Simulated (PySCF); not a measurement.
**Which orbitals make which state**

C3H2ClFO.
InChI=1S/C3H2ClFO/c4-3(1-5)2-6/h1H2

Method: PySCF 2.14.0, density-fitted response routines, TDDFT wB97X-D/def2-SVPD, vertical, gas phase, core orbitals frozen in the response. The structure is a single PBE0-D3(BJ)/def2-SVP conformer in the gas phase; no vibrational or solvent corrections. Torsions of this conformer, `[O:1]=[C:2]=[C:3]([Cl:4])[CH2:5][F:6]`: C2–C3–C5–F6 -100°.

Orbital energies (eV): HOMO-3 -12.67, HOMO-2 -12.29, HOMO-1 -11.48, HOMO -9.12, LUMO -0.51, LUMO+1 1.88, LUMO+2 2.07.

Computed singlets:

```csv
state,E (eV),f
S1,3.04,0.0000
S2,6.19,0.0029
S3,6.50,0.0009
S4,6.73,0.0008
S5,6.94,0.124
S6,7.28,0.0059
S7,7.70,0.026
S8,8.12,0.017
S9,8.27,0.041
S10,8.32,0.178
```

**Question.** Assign a leading configuration to S1, S2 and S5 and set E beside the orbital difference Δε.

**Answer.** 

| state | leading configuration | weight | Δε (eV) | E (eV) | E − Δε (eV) | f | other configurations |
| --- | --- | --- | --- | --- | --- | --- | --- |
| S1 | HOMO→LUMO | 0.98 | 8.62 | 3.04 | -5.58 | 0.0000 | – |
| S2 | HOMO-1→LUMO | 0.97 | 10.97 | 6.19 | -4.78 | 0.0029 | – |
| S5 | HOMO→LUMO+2 | 0.65 | 11.20 | 6.94 | -4.25 | 0.124 | H→L+1 (13%), H-4→L (13%) |

E − Δε runs from -5.58 to -4.25 eV. Among themselves, these states come in the order of their orbital differences.

H and L stand for HOMO and LUMO. The other states: S3 6.50 eV, f 0.0009, H→L+1 (55%), H→L+3 (19%), H→L+2 (13%); S4 6.73 eV, f 0.0008, H→L+3 (24%), H-3→L (22%), H→L+1 (20%); S6 7.28 eV, f 0.0059, H→L+3 (34%), H-2→L (33%), H-3→L (19%); S7 7.70 eV, f 0.026, H-3→L (49%), H-2→L (42%); S8 8.12 eV, f 0.017, H→L+4 (50%), H→L+5 (35%); S9 8.27 eV, f 0.041, H→L+5 (39%), H→L+4 (25%), H-4→L (13%); S10 8.32 eV, f 0.178, H-4→L (55%), H→L+6 (17%), H→L+2 (8%).

**Question.** Pair triplets and singlets of the same leading configuration (75% or more in both) and give the splittings.

**Answer.** 

```json
{"configuration": "HOMO→LUMO", "triplet": "T1", "E(T) (eV)": "2.67", "singlet": "S1", "E(S) (eV)": "3.04", "E(S) − E(T) (eV)": "+0.37"}
{"configuration": "HOMO-1→LUMO", "triplet": "T3", "E(T) (eV)": "5.76", "singlet": "S2", "E(S) (eV)": "6.19", "E(S) − E(T) (eV)": "+0.43"}
```

The 4 triplets are Tamm–Dancoff values, the singlets full response.

Summed over the main configurations (up to three a state, each over 8%) of all 10 singlets, the electron leaves HOMO with weight 5.17, HOMO-1 with weight 0.97, HOMO-3 with weight 0.90 and HOMO-4 with weight 0.81.

All these states lie below the vertical ionisation energy of 9.57 eV (ΔSCF).

Time: 46 s of wall time. Hardware: one thread of an Arm Neoverse V1, on a shared host.
